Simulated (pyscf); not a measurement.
Structures and frequencies: ωB97X-D3(BJ)/def2-SVP in PySCF.

Q: Estimate the classical barrier height and the reaction energy of `[O]=[SiH]` [doublet] + `[H][H]` → `[OH][SiH]` [singlet] + `[H]` [doublet] at ωB97M-D3(BJ)/def2-TZVP. The step runs on the doublet surface, breaks H–H and forms H–O; take the separated reactants as zero.

A: ΔE‡ = 113.4 kJ/mol, ΔE = +73.4 kJ/mol. Zero-point energy shifts the barrier by -1.8 kJ/mol. It is a hydrogen abstraction, with an imaginary mode of 2206i cm⁻¹. One saddle was located; it need not be the lowest between these sides. The angle at the transferred H is 174°.
